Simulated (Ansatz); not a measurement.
Run this with the Python package of Ansatz (0.2.0) and show what comes out.

`bfo.py`
```python
import itertools

import ansatz as az
from ase import Atoms
from ase.data import atomic_numbers, covalent_radii
import numpy as np

atoms = Atoms(['O', 'B', 'F'], positions=[
    (0.97333, -0.55912, 0.47519),
    (0.02479, -0.01497, 0.01202),
    (-0.99812, 0.5741, -0.48721),
])
geometry = az.Crystal.molecule_from_ase(atoms)

base = (
    geometry.calculation()
    .basis(gaussian='def2-SVP')
    .functional('pbe0')
)
symbols = [site.symbol for site in geometry.cartesian_sites]
start = np.array([site.position_ang for site in geometry.cartesian_sites], dtype=float)
data = base.relax(force_tolerance=0.01).run().report
end = np.array(data['positions_ang'])
radius = [covalent_radii[atomic_numbers[s]] for s in symbols]
span = lambda where, i, j: np.linalg.norm(where[i] - where[j])
bonded = [(i, j) for i, j in itertools.combinations(range(len(symbols)), 2) if min(span(start, i, j), span(end, i, j)) < 1.2 * (radius[i] + radius[j])]
print('pair        before    after (A)')
for i, j in bonded:
    print(f'{symbols[i]}{i}-{symbols[j]}{j}'.ljust(10), f'{span(start, i, j):8.4f} {span(end, i, j):8.4f}')

minimum = az.Crystal.molecule()
for symbol, place in zip(symbols, end):
    minimum = minimum.atom(symbol, place.tolist())
at_minimum = minimum.calculation()
level = lambda method, basis: at_minimum.basis(gaussian=basis).correlation(method).run().report
small, large, cluster = level('mp2', 'cc-pVDZ'), level('mp2', 'cc-pVTZ'), level('ccsd_t', 'cc-pVDZ')
corr = lambda each: (each['free_energy_ev'] - each['reference_energy_ev']) / 27.211386246
mp2_limit = (27 * corr(large) - 8 * corr(small)) / 19
pieces = {'HF / cc-pVTZ': large['reference_energy_ev'] / 27.211386246, 'MP2 correlation, DZ-TZ limit': mp2_limit, 'CCSD(T) - MP2 / cc-pVDZ': corr(cluster) - corr(small)}
for name, value in pieces.items():
    print(f'{name:32s} {value:14.6f} Ha')
print(f'{"sum":32s} {sum(pieces.values()):14.6f} Ha')
print('T1 diagnostic', round(cluster['correlation']['coupled_cluster']['t1_diagnostic'], 4))
```

```console
$ python bfo.py
pair        before    after (A)
O0-B1        1.1876   1.2051
B1-F2        1.2816   1.2827
HF / cc-pVTZ                        -199.155584 Ha
MP2 correlation, DZ-TZ limit          -0.622610 Ha
CCSD(T) - MP2 / cc-pVDZ               -0.013452 Ha
sum                                 -199.791646 Ha
T1 diagnostic 0.0172
```

Notes:
- Total energies depend on the basis set; only differences at equal settings carry meaning.
- The sum leaves out core correlation, relativity, the Hartree-Fock basis error and zero-point energy; a DZ-TZ extrapolation is rough.
- Inner cores stay frozen, so this is valence correlation.
- Finished in 4.8 s on 1 thread of Arm Neoverse V1, with other jobs on the host, peak memory 0.19 GiB.
